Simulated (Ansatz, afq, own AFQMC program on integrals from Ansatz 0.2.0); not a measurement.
AlGeH$_{3}$, singlet: AFQMC among the cluster methods

| atom | x (Å) | y (Å) | z (Å) |
| --- | --- | --- | --- |
| Ge | 0.0037 | 0.0000 | 0.6668 |
| Al | -0.0890 | 0.0000 | -1.6477 |
| H | 0.8350 | 1.0566 | -0.4001 |
| H | 0.8350 | -1.0566 | -0.4001 |
| H | 0.4473 | 0.0000 | -3.1465 |

Connectivity, by distances: Ge–AlH, 2 bridging H.

Basis cc-pVDZ. Only valence electrons are correlated. Ansatz 0.2.0 and our own AFQMC program on the same integrals; the CISD trial comes from CCSD amplitudes, and released means the phaseless constraint is let go. ± is one standard error of the sampling. No spin–orbit coupling.

Determinant: RHF, the one that the program's search chose, which needn't be the lowest solution. The geometry is a PBE0/def2-TZVP stationary point of this or a neighbouring charge and spin state.

No full CI on the walks' own integrals is used here; CCSDT(Q) serves as the reference and is uncertain by about the last step of the cluster series.

Cautions: no relativity below Rb; no spin-orbit coupling; inner d shell frozen.

```
T1 diagnostic                               : 0.0175
weight of the determinant in the CISD state : 0.859
size of the correlated space                : 10 electrons in 41 orbitals
```

Reference: CCSDT(Q), correlation energy -5.655 eV. The released energy is read at 2.40 1/Eh (meV from the phaseless value at times in 1/Eh: -11 ± 16 at 0.24, -24 ± 15 at 0.51, -36 ± 13 at 0.99, -50 ± 11 at 1.62, -51 ± 12 at 2.40).

| level | E − E(reference) (mEh) | share of correlation (%) |
| --- | --- | --- |
| HF | 207.80 | 0.00 |
| MP2 | 44.52 | 78.58 |
| CCSD | 9.26 | 95.54 |
| CCSD(T) | 1.73 | 99.17 |
| CCSDT | 0.49 | 99.76 |
| ph-AFQMC/HF | -2.81 ± 2.42 | 101.35 |
| ph-AFQMC/CISD | 1.38 ± 0.49 | 99.34 |
| released AFQMC | -0.49 ± 0.44 | 100.23 |

A walk keeps the symmetry of its determinant, which the program's search chose and which needn't be the lowest solution, so a lower state of the same spin and another symmetry isn't excluded. Released energies are given only where the last usable release times agree within the noise; a slower fall can still hide under it.
